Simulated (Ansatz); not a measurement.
A calculation on zinc-blende CdS (metastable phase) returned lattice constant a 5.886 Å, bulk modulus 59.4 GPa, cohesive energy 2.63 eV/atom.

For reference: lattice constant a 5.832 Å (measured, room temperature, no zero-point or thermal correction, our sources range from 5.818 to 5.832; as tabulated in arXiv:1206.3780); cohesive energy 2.87 eV/atom (measured, zero-point energy (9/8 kB θD) added and atomic spin-orbit splittings removed, spin-orbit-averaged atoms; as tabulated in Albrecht et al. (1997), arXiv:cond-mat/9706128).

Which level of theory produced these numbers?
A. revPBE (Ansatz, a quantum-chemistry and plane-wave program)
B. HSE06 (Ansatz)
C. PBE-D3(BJ) (Ansatz)
D. r²SCAN-D4 (Ansatz)

B, HSE06 (Ansatz)

The others give: PBE-D3(BJ) 5.853 Å, 58.9 GPa, 2.86 eV/atom; revPBE 5.985 Å, 48.6 GPa, 2.26 eV/atom; r²SCAN-D4 5.856 Å, 62.4 GPa, 2.94 eV/atom.

Unless a cell is named, each level is at its own relaxed cell (HSE06 25.49, PBE-D3(BJ) 25.06, r²SCAN-D4 25.10, revPBE 26.80 Å³/atom).

Ansatz's density-functional and Hartree–Fock values are scalar-relativistic unless marked +SOC, with PAW data made under PBE.
